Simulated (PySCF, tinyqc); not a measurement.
Inside a calculation (part 2 of 2). Method: RHF in the sto-6g basis, for H2O, spin multiplicity 1. The lowest restricted solution is unstable here: a spin-polarised one lies 0.0299 hartree lower (PySCF). Computed by tinyqc, a small Python program that keeps every step (integrals from PySCF). Command: `OMP_NUM_THREADS=1 python tinyqc.py 21756 21757 out.jsonl` (the two numbers bound the seeds that draw the settings). One thread of a shared host (Intel(R) Xeon(R) Processor @ 2.60GHz), about 0.1 s of CPU time with the checks.

Geometry (angstrom):
```
atom         x          y         z
O     0.000000   0.000000  0.000000
H     0.000000   1.151000  0.774000
H     0.000000  -1.151000  0.774000
```

## Populations, bond orders and dipole

D after iteration 10, lower triangle:
```
            1O 1s      1O 2s    1O 2px     1O 2py    1O 2pz      2H 1s     3H 1s
1O 1s    2.109350
1O 2s   -0.474509   2.075406
1O 2px   0.000000   0.000000  2.000000
1O 2py   0.000000   0.000000  0.000000   0.750918
1O 2pz   0.077708  -0.419985  0.000000   0.000000  1.076101
2H 1s   -0.003296  -0.062502  0.000000   0.571170  0.585353   0.767287
3H 1s   -0.003296  -0.062502  0.000000  -0.571170  0.585353  -0.101609  0.767287
```

overlap S, lower triangle:
```
           1O 1s     1O 2s    1O 2px     1O 2py    1O 2pz     2H 1s     3H 1s
1O 1s   1.000000
1O 2s   0.231145  1.000000
1O 2px  0.000000  0.000000  1.000000
1O 2py  0.000000  0.000000  0.000000   1.000000
1O 2pz  0.000000  0.000000  0.000000   0.000000  1.000000
2H 1s   0.020536  0.245370  0.000000   0.194207  0.130596  1.000000
3H 1s   0.020536  0.245370  0.000000  -0.194207  0.130596  0.073099  1.000000
```

Mulliken: Z minus the diagonal of D S on the atom; Loewdin: the same with S^(1/2) D S^(1/2); Mayer order: 2 sum_s sum (D(s) S)_ij (D(s) S)_ji over the two atoms.

Charges (e):
```
atom   Mulliken    Loewdin
1O    -0.136347  -0.108641
2H     0.068174   0.054321
3H     0.068174   0.054321
```

Mayer bond orders:
```
pair     order
2-1   0.986250
3-1   0.986250
3-2   0.009102
```

dipole moment about the origin, x y z (debye): 0.000000  0.000000  1.149255
